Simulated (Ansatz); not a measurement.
# SiH3⁻, singlet: the ladder up to RCCSDTQ

Geometry: a point of a stretch scan, not a stationary point.

```xyz
4

Si    0.0035    0.0000   -0.0782
H     1.2021   -0.0002    0.6813
H    -0.6490    1.1304    0.7488
H    -0.6493   -1.1302    0.7488
```

Basis aug-cc-pVDZ; Ansatz 0.2.0. Correlated methods freeze the noble-gas cores, which leaves 8 electrons in 49 orbitals. R marks a restricted (for open shells ROHF) determinant. Active spaces: pair = (2e, 2o) about the gap; valence = (8e, 7o) chosen from the atoms' valence shells.

Full CI isn't at hand for all of this; RCCSDTQ serves as the reference, and is uncertain by the last step of the cluster series or more.

- UHF ⟨S²⟩: 0.000
- T1 diagnostic (RCCSD): 0.0148
- largest doubles amplitude (RCCSD): 0.054

| level | E − E(RHF) (eV) |
| --- | --- |
| RMP2 | -3.5712 |
| RCCSD | -4.3973 |
| RCCSD(T) | -4.5244 |

Estimate how far RCCSDTQ in aug-cc-pVDZ lies from RCCSD(T). The table doesn't fix it; the size of (T) and the diagnostics are the guide.

RCCSDTQ in aug-cc-pVDZ lies 0.70 kcal/mol below RCCSD(T), which is 24 % of the (T) step (-2.93 kcal/mol). The diagnostics are small and one determinant leads, so the series closes fast and only a small part of (T) is left.

The other levels:

```csv
level,E − E(RCCSDTQ) (kcal/mol),share of correlation (%),wall time
CISD,9.79,90.68,0.76 s
BCCD(T),0.69,99.34,0.87 s
RCCSDT,0.15,99.86,–
RCCSDT(Q),0.02,99.98,7 s
CASSCF (pair space),96.61,8.02,–
MRCISD (pair space),8.42,91.98,–
MRCISD+Q (pair space),0.19,99.82,4.1 s (H100)
CASSCF (valence space),78.90,24.88,–
NEVPT2 (valence space),25.32,75.89,1.6 s
NEVPT4(SD) (valence space),4.42,95.80,4.5 s (H100)
MRCISD (valence space),6.13,94.16,–
MRCISD+Q (valence space),0.57,99.46,2.6 s (H100)
```

The correlation energy at RCCSDTQ, counted from RHF, is -4.555 eV. That run took 11 s on 2 threads of AMD EPYC 7R13 with a shared H100 80 GB, shared host.

Times hold each run's SCF and search for its determinant on a shared host, so for small cases they say little of a method's own cost; rows without a card ran on 1 thread of AMD EPYC 7R13.

Natural occupations of CASSCF (valence space) about the gap: 1.996 1.985 1.977 1.974 0.025 0.024 0.019; effectively unpaired electrons, Σ n²(2−n)², 0.01.
